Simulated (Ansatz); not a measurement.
Input for Ansatz (development build ahead of 0.2.0):

```yaml
crystal:
  periodic: [false, false, false]
  atoms:
    - { symbol: C, position_ang: [-0.01908, -0.0155, -0.6165] }
    - { symbol: C, position_ang: [0.00374, 0.00451, 0.72173] }
    - { symbol: H, position_ang: [0.0193, 0.73337, 1.52784] }
    - { symbol: H, position_ang: [-0.01835, -1.01662, -1.20006] }
    - { symbol: H, position_ang: [-0.03376, 0.85893, -1.20284] }
basis:
  gaussian: { orbitals: STO-3G }
magnetization:
  spin_polarized: true
  initial_magnetization: 1
hamiltonian:
  xc: hf
```

The input is written out in the form of the current development build from the run's settings.

Output:

| Quantity | Value |
| --- | --- |
| Converged | yes |
| Total energy | -76.42904 hartree |
| Spin squared of the determinant | 1.195 |

Caution: the unrestricted determinant is spin contaminated.
